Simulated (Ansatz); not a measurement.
TaO2: computed properties

Method: DFT r2SCAN, scalar-relativistic, plane waves, PAW in Ansatz.

Plane waves to 500 eV, a k mesh through Γ of 8×8×12 on the computed 6-atom cell and Gaussian smearing (0.10 eV); no spin polarisation.

The structure is relaxed at this level of theory with its symmetry kept. Whether it is the stable form of this composition wasn't checked.

```xyz
6
Lattice="4.9685 0.0000 0.0000 0.0000 4.9685 0.0000 0.0000 0.0000 2.8457" Properties=species:S:1:pos:R:3 pbc="T T T"
Ta    0.0000    0.0000    1.4229
Ta    2.4842    2.4842    0.0000
O     3.5553    1.4132    1.4229
O     1.4132    3.5553    1.4229
O     1.0711    1.0711    0.0000
O     3.8974    3.8974    0.0000
```

Formation energy from the elements' standard states (uncorrected)?

-2.809 eV/atom.

Density of states at the Fermi level?

2.35 states/eV per cell.

Löwdin character within 0.5 eV of the Fermi level?

Ta 5d 84 %, O 2p 13 %.

Bulk modulus?

279 GPa.

Its pressure derivative?

4.3.

Bader charges (e)?

Ta (2 in the cell) 2.59, O (4 in the cell) -1.29.

Spin-orbit coupling is left out, which matters for the bands of heavy elements.